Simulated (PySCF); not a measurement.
Substituent effects on chemical shifts

Parent skeleton `[CH3:1][CH2:2][S-:3]`; one hydrogen on atom 2 is replaced by X. Hydrogens on one atom are averaged.

PySCF calculation with coordinates at the PBE0-D3(BJ)/def2-SVP level and σ from GIAO-PBE0/pcSseg-1; equivalent nuclei averaged, single conformer, gas phase, non-relativistic Hamiltonian.

Shifts are taken against calculated references (same method and geometry level): 13C (184.41 ppm), 1H (31.27 ppm) against TMS; 33S (495.66 ppm) vs CS2.

Parent (X = H): C1 29.6, C2 34.6, S3 -106.7, H(C1) 0.95, H(C2) 2.47 ppm. Effects are Δδ = δ(X) − δ(H), positive for deshielding.

Question: Give Δδ (ppm) for X = iPr, CN, vinyl, nPr.

Answer: 
| X | SMILES | C1 | C2 | S3 | H(C1) | H(C2) |
| --- | --- | --- | --- | --- | --- | --- |
| iPr | CC(C)[C@H](C)[S-] | +2.1 | +17.4 | +58.6 | +0.26 | -0.29 |
| CN | C[C@@H]([S-])C#N | +3.3 | -4.8 | +78.7 | +0.23 | +1.07 |
| vinyl | C=C[C@H](C)[S-] | +5.3 | +14.0 | +109.0 | +0.02 | +0.58 |
| nPr | CCC[C@@H](C)[S-] | +1.9 | +9.4 | +84.7 | +0.09 | +0.10 |

Question: Which position responds most, and to which substituents?

Answer: S3: from +58.6 ppm with iPr to +109.0 ppm with vinyl.
